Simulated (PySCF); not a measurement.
## Bonding in `CP(C)(C)=N`

Compound: C3H10NP.
Numbering: `[CH3:1][P:2]([CH3:3])([CH3:4])=[NH:5]` (hydrogens: H6, H7, H8 on C1; H9, H10, H11 on C3; H12, H13, H14 on C4; H15 on N5)

Geometry (PBE0-D3(BJ)/def2-SVP, Å), atoms numbered from 1 in this order:
```
atom  x, y, z in Å
C1    -0.5728    1.1384   -1.1681
P2    -0.2089    0.2112    0.3427
C3    -0.7185   -1.5109   -0.0319
C4     1.6215    0.0791    0.3672
N5    -0.9144    0.9519    1.5345
H6    -0.1393    0.6619   -2.0586
H7    -0.1701    2.1547   -1.0543
H8    -1.6643    1.2109   -1.2722
H9    -0.4789   -2.1516    0.8302
H10   -0.2207   -1.9145   -0.9268
H11   -1.8086   -1.5231   -0.1774
H12    2.0307   -0.3550   -0.5580
H13    2.0366    1.0866    0.5191
H14    1.9242   -0.5460    1.2211
H15   -0.8039    0.4984    2.4400
```

Bond orders from the PBE0/pcSseg-1 density (PySCF). Geometry: PBE0-D3(BJ)/def2-SVP; no solvent, vibrations or thermal averaging.

(1) Where do the orders between heavy atoms depart from those drawn in the SMILES?

(2) Set the Mayer orders of the bonds beside their lengths.

Results:

(1) The largest departure is 0.198, at P2–N5 (drawn double, 1.802).

(2) 
```csv
bond,drawn as,length (Å),Mayer order
C1–P2,single,1.810,0.974
P2–C3,single,1.835,0.916
P2–C4,single,1.835,0.913
P2–N5,double,1.571,1.802
C1–H6,single,1.099,0.940
C1–H7,single,1.099,0.950
C1–H8,single,1.099,0.949
C3–H9,single,1.101,0.952
C3–H10,single,1.101,0.935
C3–H11,single,1.100,0.951
C4–H12,single,1.101,0.936
C4–H13,single,1.100,0.951
C4–H14,single,1.101,0.953
N5–H15,single,1.019,0.926
```

Bonds between the same two heavy elements. C–P: lowest P2–C4 and P2–C3 (0.913, 1.835 Å), highest C1–P2 (0.974, 1.810 Å). Bonds named together lie within 0.004.

**Question.** Sum the orders of all bonds at each heavy atom with more than one neighbour and set the sums beside the valence in the SMILES.

**Answer.** C1 3.813 (drawn 4), P2 4.605 (drawn 5), C3 3.754 (drawn 4), C4 3.753 (drawn 4), N5 2.728 (drawn 3). Orders between atoms that aren't bonded are not in these sums.

The Mayer order sums products of elements of PS (density times overlap matrix) between the two atoms' basis functions, so it depends on the basis set.
